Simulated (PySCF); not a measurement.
# Working out the ionisation energy of P

P [Ne] 3s2 3p3 (4S) → P⁺ [Ne] 3s2 3p2 (3P). All numbers are calculated (PySCF 2.14, no relativity, point nucleus, in aug-cc-pV(T+d)Z (6s5p4d2f, 55 functions)). Frozen: [Ne]. Energies in hartree (1 hartree = 27.21139 eV):

```tsv
part	P (lower)	P⁺ (upper)
UHF	-340.716492	-340.352275
CCSD correlation	-0.102209	-0.083133
(T)	-0.004078	-0.002373
```

What does Hartree-Fock give?

(-340.352275) − (-340.716492) = 0.364217 hartree = 9.911 eV.

What do CCSD and CCSD(T) give?

The CCSD correlation energies differ by 0.019076 hartree = 0.519 eV and the triples by 0.001705 hartree = 0.046 eV, so CCSD gives 10.430 eV and CCSD(T) 10.476 eV.

Measured between the centres of the two terms (NIST): 10.526 eV, so CCSD(T) (valence) is off by -0.050 eV.

What remains against the reference includes basis incompleteness, the frozen core and higher excitations.
